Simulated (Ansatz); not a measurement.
This geometry of H3N + H3Si (8 atoms, charge 0, multiplicity 2) is a first-order saddle point.

Method: UKS r2SCAN/def2-SVP in Ansatz 0.2.0.

```xyz
8
Properties=species:S:1:pos:R:3
H -0.608 0.005 -0.117
N -0.971 -0.644 -1.573
Si 0.344 0.456 1.039
H -0.296 -0.079 -2.115
H -0.447 -1.524 -1.432
H -0.437 1.053 2.162
H 1.310 1.464 0.506
H 1.107 -0.730 1.531
```

(1) Which two structures does it join? (They come from a converged band through this point; their orientation in space is the band's.)

(2) How far does it lie above each of them?

Results:

(1) Bonds broken: H1–N2. Bonds formed: H1–Si3. H3N + H3Si becomes H2N + H4Si.

First end point:

```xyz
8
Properties=species:S:1:pos:R:3
H -1.460 -0.631 -0.927
N -0.720 -0.746 -1.621
Si 0.300 0.614 1.241
H -0.333 0.182 -1.787
H 0.015 -1.296 -1.176
H 0.240 1.342 2.545
H 1.196 1.327 0.281
H 0.763 -0.792 1.445
```

Last end point:

```xyz
8
Properties=species:S:1:pos:R:3
H -1.236 0.267 0.489
N -0.566 -0.921 -2.014
Si 0.105 0.501 1.098
H 0.008 -0.060 -2.065
H 0.007 -1.515 -1.390
H -0.040 1.132 2.441
H 0.902 1.397 0.209
H 0.821 -0.801 1.233
```

(2) 0.95 eV above the first and 0.08 eV above the second. This is the barrier of this one path; another mechanism may lie lower.

Time of the run: 3.2 min on 2 threads of AMD EPYC 7R43 64-Core Processor (Zen 3), with other jobs on the host, peak memory 0.17 GiB.
